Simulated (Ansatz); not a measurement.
# C₃H₅F₃: a ladder of functionals and wavefunction methods

How much do the methods differ for C₃H₅F₃? The plan is to run it at one geometry with functionals of several rungs and with coupled cluster, and see how far each lands from CCSD(T) at the basis-set limit for the atomisation energy.

The runs use Ansatz 0.2.0, Gaussian basis; functionals in def2-TZVPP, the program's frozen cores in correlated methods.

Levels to be run: LDA (SPW92), PBE-D4, revPBE-D4, BLYP-D4, r2SCAN-D4, B97M-V, PBE0-D4, B3LYP-D4, r2SCANh-D4, r2SCAN0-D4, HSE06-D4, BHLYP-D4, CAM-B3LYP-D4, LC-ωPBE, ωB97X-V, ωB97M-V, B2PLYP, PBE-QIDH; CCSD(T)/def2-SVP; CCSD(T)/def2-TZVPP; MP2/def2-QZVPP; extrapolation to the limit; RPA on PBE.

### Step 1. Structure used throughout

The geometry comes from an earlier relaxation with PBE0-D4 in a triple-zeta def2 set; it is a stationary point, not always the lowest conformer.

SMILES `CC(F)C(F)F`, 11 atoms, charge 0, spin multiplicity 1.

Atoms are counted from 1 here; the program's logs count them from 0.

Bond lengths: C1–C2 1.504 Å, C1–H7 1.090 Å, C1–H8 1.090 Å, C1–H9 1.091 Å, C2–F3 1.384 Å, C2–C4 1.518 Å, C2–H10 1.096 Å, C4–F5 1.357 Å, C4–F6 1.352 Å, C4–H11 1.094 Å. Angles: C2–C1–H7 110.5°, C2–C1–H8 109.7°, C2–C1–H9 110.0°, H7–C1–H8 109.1°, H7–C1–H9 108.9°, H8–C1–H9 108.7°, C1–C2–F3 110.1°, C1–C2–C4 113.7°, C1–C2–H10 111.4°, F3–C2–C4 106.8°, F3–C2–H10 107.4°, C4–C2–H10 107.1°, C2–C4–F5 108.9°, C2–C4–F6 111.1°, C2–C4–H11 112.1°, F5–C4–F6 107.7°, F5–C4–H11 108.8°, F6–C4–H11 108.1°.

### Step 2. LDA

This LDA is Slater exchange with PW92 correlation.

Contents of in.yaml:

```yaml
crystal:
  periodic: [false, false, false]
  atoms:
    - {symbol: C, position_ang: [-0.101428, 1.165709, -0.532037]}
    - {symbol: C, position_ang: [0.121699, -0.321255, -0.508343]}
    - {symbol: F, position_ang: [1.396389, -0.619213, -0.957788]}
    - {symbol: C, position_ang: [-0.010770, -0.936572, 0.872519]}
    - {symbol: F, position_ang: [-1.308095, -0.862011, 1.263832]}
    - {symbol: F, position_ang: [0.731552, -0.261990, 1.779066]}
    - {symbol: H, position_ang: [0.626260, 1.670678, 0.103384]}
    - {symbol: H, position_ang: [-0.002020, 1.536329, -1.552557]}
    - {symbol: H, position_ang: [-1.105318, 1.398103, -0.172370]}
    - {symbol: H, position_ang: [-0.586169, -0.841915, -1.162616]}
    - {symbol: H, position_ang: [0.303302, -1.984862, 0.887409]}
basis:
  gaussian: {orbitals: def2-TZVPP}
hamiltonian: {xc: lda}
output: {orbitals: {seedname: orbitals}}
```

The runs that follow: PBE-D4 (GGA); revPBE-D4 (GGA); BLYP-D4 (GGA); r2SCAN-D4 (meta-GGA); B97M-V (meta-GGA); PBE0-D4 (hybrid); B3LYP-D4 (hybrid); r2SCANh-D4 (hybrid); r2SCAN0-D4 (hybrid); HSE06-D4 (hybrid); BHLYP-D4 (hybrid); CAM-B3LYP-D4 (range-separated); LC-ωPBE-D4 (range-separated); ωB97X-V (range-separated); ωB97M-V (range-separated); B2PLYP (double hybrid); PBE-QIDH (double hybrid); CCSD(T) in def2-SVP; CCSD(T) in def2-TZVPP; MP2 in def2-QZVPP; RPA on PBE orbitals.

Before running them: what should the planned runs give, taken together? Wanted: atomisation energy, CCSD(T)/CBS; farthest beyond LDA; mean size of error, GGA; mean size of error, meta-GGA; mean size of error, hybrid; mean size of error, range-separated; mean size of error, double hybrid; gap, smallest and largest; T1 diagnostic.

As calculated:

```
                               quantity                                                                                    value
        atomisation energy, CCSD(T)/CBS                                                                            4354.1 kJ/mol
 functionals within 21.8 kJ/mol (0.5 %)  revPBE-D4, BLYP-D4, r2SCAN-D4, B97M-V, B3LYP-D4, r2SCANh-D4, ωB97X-V, ωB97M-V, PBE-QIDH
                    farthest beyond LDA                                                                 BHLYP-D4 (-171.1 kJ/mol)
                mean size of error, GGA                                                                              45.9 kJ/mol
           mean size of error, meta-GGA                                                                               9.9 kJ/mol
             mean size of error, hybrid                                                                              53.8 kJ/mol
    mean size of error, range-separated                                                                              21.1 kJ/mol
      mean size of error, double hybrid                                                                              30.6 kJ/mol
              gap, smallest and largest                                                8.19 eV (LDA (SPW92)), 15.72 eV (LC-ωPBE)
                          T1 diagnostic                                                                                   0.0111
triples share of the correlation energy                                                                                    3.2 %
```

In words: The LDA atomisation energy is off by 751.4 kJ/mol (17 %): it overbinds. PBE-D4 misses by +135.7 kJ/mol. Double hybrids carry the basis error of their MP2 part in triple zeta, and no dispersion term here, so their miss is partly the set-up's. The rungs meta-GGA, range-separated miss on average by less than the doubt on the reference (21.8 kJ/mol), so they tie. The reference freezes the cores and leaves out relativity and excitations past (T), so misses under about 21.8 kJ/mol can't be ranked. Hartree-Fock recovers 72 % of the binding; the rest is correlation. CCSD(T) in def2-SVP is off by -185.9 kJ/mol, which most functionals beat. Orbital gaps span 8.2 to 15.7 eV; exact exchange widens them.
